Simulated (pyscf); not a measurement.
## Routes from Cl–Sn:–Cl (SMILES [Cl][Sn][Cl]) [singlet] + H₂S (SMILES S)

Candidate steps break at most two bonds and form at most two. Each was searched with GFN2-xTB (tblite) first. PySCF, gas phase, ωB97X-D3(BJ)/def2-SVP geometries. Energies: ωB97M-D3(BJ)/def2-TZVP, kcal/mol, from the separated reactants, singlet surface; ΔG‡ with ideal gas, 1 atm, RRHO with modes under 100 cm⁻¹ raised to 100, one conformer, R ln 2 for chiral ones without a mode under 150 cm⁻¹.

```csv
products,type,ΔE‡,ΔE,ΔG‡ 298 K,ΔG‡ 900 K,ν‡ (cm⁻¹)
HCl + HS–Sn:–Cl [singlet],four-centre exchange,6.0,+8.4,–,–,446i
HS–SnH(Cl)–Cl,insertion,43.1,-3.3,52.4,72.5,1268i
S=Sn(Cl)–Cl + H₂,concerted two-bond exchange,60.1,+29.6,68.4,87.4,860i
```

A dash marks a saddle under its separated products, where this table gives no free-energy barrier. Row 1: On the reactant side the descent ends in an adduct with a S–Sn contact (not fully relaxed), 14.3 kcal/mol under the separated species and 16.5 kcal/mol under the saddle at ωB97X-D3(BJ)/def2-TZVP. On the product side the descent ends in a complex, 7.6 kcal/mol under the separated species and 2.7 kcal/mol under the saddle at ωB97X-D3(BJ)/def2-TZVP. Row 2: On the reactant side the descent ends in an adduct with a S–Sn contact (not fully relaxed), 14.3 kcal/mol under the separated species and 53.7 kcal/mol under the saddle at ωB97X-D3(BJ)/def2-TZVP. Row 3: On the reactant side the descent ends in an adduct with a S–Sn contact, 14.3 kcal/mol under the separated species and 71.8 kcal/mol under the saddle at ωB97X-D3(BJ)/def2-TZVP. 

Plain bond fissions and candidates not yet searched are not listed, and one of them may be faster. Each barrier is that of the saddle found; lower ones may exist. Elements past Kr carry the def2 core potentials, without spin-orbit coupling.
